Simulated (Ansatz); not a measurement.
# BH4NSi: one species, many methods

Aim: compute BH4NSi with functionals from several rungs and with coupled cluster. The yardstick is the atomisation energy at the CCSD(T) limit.

The runs use Ansatz 0.2.0, Gaussian basis; functionals in def2-TZVPP, the program's frozen cores in correlated methods.

The runs, in order: LDA (SPW92), PBE-D4, revPBE-D4, BLYP-D4, r2SCAN-D4, B97M-V, PBE0-D4, B3LYP-D4, r2SCANh-D4, r2SCAN0-D4, HSE06-D4, BHLYP-D4, CAM-B3LYP-D4, LC-ωPBE, ωB97X-V, ωB97M-V, B2PLYP, PBE-QIDH; CCSD(T)/def2-SVP; CCSD(T)/def2-TZVPP; MP2/def2-QZVPP; extrapolation to the limit; RPA on PBE.

## (1) Structure used throughout

An earlier PBE0-D4 in a triple-zeta def2 set relaxation fixed the geometry.

SMILES `B1N[SiH2]1`, 7 atoms, charge 0, spin multiplicity 1.

Atoms are counted from 1 here; the program's logs count them from 0.

Bond lengths: B1–N2 1.377 Å, B1–Si3 1.929 Å, B1–H4 1.188 Å, N2–Si3 1.756 Å, N2–H5 1.009 Å, Si3–H6 1.485 Å, Si3–H7 1.485 Å. Angles: N2–B1–Si3 61.5°, N2–B1–H4 136.4°, Si3–B1–H4 162.0°, B1–N2–Si3 74.9°, B1–N2–H5 137.5°, Si3–N2–H5 147.6°, B1–Si3–N2 43.6°, B1–Si3–H6 125.2°, B1–Si3–H7 125.2°, N2–Si3–H6 115.1°, N2–Si3–H7 115.1°, H6–Si3–H7 109.6°.

## (2) LDA

This LDA is Slater exchange with PW92 correlation.

File in.yaml:

```yaml
crystal:
  periodic: [false, false, false]
  atoms:
    - {symbol: B, position_ang: [-0.969556, -0.542007, -0.276497]}
    - {symbol: N, position_ang: [0.011943, 0.233586, -0.852387]}
    - {symbol: Si, position_ang: [0.495361, 0.055668, 0.826435]}
    - {symbol: H, position_ang: [-1.973670, -1.065227, -0.634500]}
    - {symbol: H, position_ang: [0.216656, 0.620375, -1.761158]}
    - {symbol: H, position_ang: [0.516608, 1.316260, 1.611976]}
    - {symbol: H, position_ang: [1.764057, -0.686756, 1.040530]}
basis:
  gaussian: {orbitals: def2-TZVPP}
hamiltonian: {xc: lda}
output: {orbitals: {seedname: orbitals}}
```

Command:

```sh
ansatz run in.yaml --threads 2 --pin off --events-out ev --progress --plain --max-ram 4352MiB
```

After this run come: PBE-D4 (GGA); revPBE-D4 (GGA); BLYP-D4 (GGA); r2SCAN-D4 (meta-GGA); B97M-V (meta-GGA); B3LYP-D4 (hybrid); r2SCANh-D4 (hybrid); r2SCAN0-D4 (hybrid); HSE06-D4 (hybrid); BHLYP-D4 (hybrid); CAM-B3LYP-D4 (range-separated); LC-ωPBE (range-separated); ωB97X-V (range-separated); ωB97M-V (range-separated); B2PLYP (double hybrid); PBE-QIDH (double hybrid); CCSD(T) in def2-SVP; CCSD(T) in def2-TZVPP; MP2 in def2-QZVPP; RPA on PBE orbitals.

Q: Predict the results of all the runs planned. Wanted: atomisation energy, CCSD(T)/CBS; farthest beyond LDA; mean size of error, GGA; mean size of error, meta-GGA; mean size of error, hybrid; mean size of error, range-separated; mean size of error, double hybrid; gap, smallest and largest; T1 diagnostic.

The runs gave:

```
                               quantity                                            value
        atomisation energy, CCSD(T)/CBS                                    2340.9 kJ/mol
 functionals within 11.7 kJ/mol (0.5 %)  revPBE-D4, PBE0-D4, r2SCANh-D4, LC-ωPBE, B2PLYP
                    farthest beyond LDA                            PBE-D4 (+49.5 kJ/mol)
                mean size of error, GGA                                      24.3 kJ/mol
           mean size of error, meta-GGA                                      23.6 kJ/mol
             mean size of error, hybrid                                      17.7 kJ/mol
    mean size of error, range-separated                                      22.6 kJ/mol
      mean size of error, double hybrid                                      11.5 kJ/mol
              gap, smallest and largest        4.52 eV (LDA (SPW92)), 11.64 eV (LC-ωPBE)
                          T1 diagnostic                                           0.0143
triples share of the correlation energy                                            4.1 %
```

In words: The LDA atomisation energy is off by 334.7 kJ/mol (14 %): it overbinds. PBE-D4 misses by +49.5 kJ/mol. Double hybrids carry the basis error of their MP2 part in triple zeta, and no dispersion term here, so their miss is partly the set-up's. Taken by rung, double hybrid functionals do best (11.5 kJ/mol on average) and GGA ones worst beyond LDA (24.3 kJ/mol). Misses under about 11.7 kJ/mol are within the doubt on the reference itself, which lacks core-valence correlation, relativity and higher excitations. Hartree-Fock recovers 72 % of the binding; the rest is correlation. CCSD(T) in def2-SVP is off by -150.9 kJ/mol, worse than the median functional, from the basis alone. The gap grows from 4.5 to 11.6 eV across the functionals, mostly with the share of exact exchange.
